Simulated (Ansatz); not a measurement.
Consider the substitution at a C–C bond: `C=CCC(=O)O` + H₂S → `O=C(O)CS` + `C=C`.

Isolated molecules relaxed with PBE0-D4/def2-TZVP in Ansatz; ΔE leaves out vibrations. CBS: MP2 limit from def2 TZ/QZ plus the TZ coupled-cluster correction, frozen cores. This one scheme is used for every species. Functionals use def2-TZVPP. B3LYP here is the variant with VWN-RPA as its local correlation; programs differ in this. HSE06 is defined as in plane-wave codes. Each species was taken in one conformer, which may not be the lowest.

`C=CCC(=O)O`:

Z-matrix (Å, degrees):
```
C
C 1 1.491
C 1 1.505 2 113.1
H 1 1.099 2 110.5 3 118.1
H 1 1.092 2 112.0 3 -124.1
C 2 1.324 1 123.9 3 132.6
H 2 1.086 1 115.9 3 -47.2
O 3 1.199 1 125.9 2 16.8
O 3 1.344 1 111.3 2 -164.6
H 6 1.083 2 121.3 1 179.3
H 6 1.086 2 121.7 1 -0.8
H 9 0.968 3 106.6 1 -178.0
```

H₂S:

Cartesian coordinates in Å:
```
S -0.491 0.261 -0.273
H 0.709 0.718 0.114
H -0.218 -0.979 0.159
```

`O=C(O)CS`:

```xyz
9

O    -0.857    1.746   -0.309
C    -0.587    0.614   -0.020
O    -1.109   -0.016    1.046
C     0.361   -0.273   -0.774
S     1.930   -0.480    0.109
H    -1.681    0.622    1.495
H     0.606    0.211   -1.717
H    -0.091   -1.246   -0.969
H     1.428   -1.178    1.139
```

`C=C`:

Cartesian coordinates in Å:
```
C 0.103 0.617 -0.215
C -0.103 -0.617 0.215
H -0.657 1.163 -0.764
H 1.040 1.133 -0.038
H 0.657 -1.163 0.764
H -1.040 -1.133 0.038
```

Q: Is it downhill or uphill in electronic energy at CCSD(T)/CBS, and by how much? (Estimate.)

A: Ansatz gave: Uphill: ΔE = +0.29 eV.

Q: What do these levels give: revPBE-D4, r2SCANh-D4, ωB97M-V, B2PLYP, r2SCAN, PBE0, B3LYP, HSE06, CCSD(T)/def2-SVP, MP2/def2-TZVPP, CCSD/def2-TZVPP, CCSD/CBS(def2)? (Estimate.)

A: The calculation gave: revPBE-D4 0.25, r2SCANh-D4 0.31, ωB97M-V 0.30, B2PLYP 0.28, r2SCAN 0.30, PBE0 0.30, B3LYP 0.28, HSE06 0.30, CCSD(T)/def2-SVP 0.38, MP2/def2-TZVPP 0.31, CCSD/def2-TZVPP 0.32, CCSD/CBS(def2) 0.30 eV.

Largest T1 diagnostic among the species: 0.014.

From BLYP to BHLYP (50 % exact exchange), in def2-TZVPP and without D4, ΔE moves by +0.06 eV. At CCSD(T), def2-SVP lies +0.09 eV from the extrapolated value and def2-TZVPP +0.02 eV.
